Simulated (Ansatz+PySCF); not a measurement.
The numbers below are computed, except where a source is named.
This PySCF input gave a total energy of -118.88530 hartree.

```python
from pyscf import gto, dft

mol = gto.M(atom="""
C 0.032180 -0.293260 -1.282700
C -0.043310 0.603950 -0.004970
C 0.037360 -0.262370 1.303760
H 0.032840 0.381750 -2.137400
H 0.880020 -0.919740 -1.369010
H -0.910310 -0.949140 -1.302080
H -0.878980 1.219860 -0.041920
H 0.913520 1.210980 -0.004010
H 0.006880 0.354280 2.219930
H -0.935250 -0.914830 1.307090
H 0.879960 -0.885730 1.277080
""", basis='def2-svp', charge=0, spin=0)
mf = dft.RKS(mol, xc='pbe0')
mf.kernel()
print(mf.converged, mf.e_tot, mf.spin_square()[0])
```

Question: Write an input for Ansatz with the same method and basis set.

Answer:

```yaml
crystal:
  periodic: [false, false, false]
  atoms:
    - { symbol: C, position_ang: [0.03218, -0.29326, -1.2827] }
    - { symbol: C, position_ang: [-0.04331, 0.60395, -0.00497] }
    - { symbol: C, position_ang: [0.03736, -0.26237, 1.30376] }
    - { symbol: H, position_ang: [0.03284, 0.38175, -2.1374] }
    - { symbol: H, position_ang: [0.88002, -0.91974, -1.36901] }
    - { symbol: H, position_ang: [-0.91031, -0.94914, -1.30208] }
    - { symbol: H, position_ang: [-0.87898, 1.21986, -0.04192] }
    - { symbol: H, position_ang: [0.91352, 1.21098, -0.00401] }
    - { symbol: H, position_ang: [0.00688, 0.35428, 2.21993] }
    - { symbol: H, position_ang: [-0.93525, -0.91483, 1.30709] }
    - { symbol: H, position_ang: [0.87996, -0.88573, 1.27708] }
basis:
  gaussian: { orbitals: def2-SVP }
hamiltonian:
  xc: pbe0
scf:
  omitted_lower_state_checks: [stability, starts, atomic_configurations, cluster_reference, orbital_swaps, given_window_search, neighbouring_geometries, increment]
```

Ansatz (development build ahead of 0.2.0) gave -118.88530 hartree, 0.05 meV from the first.
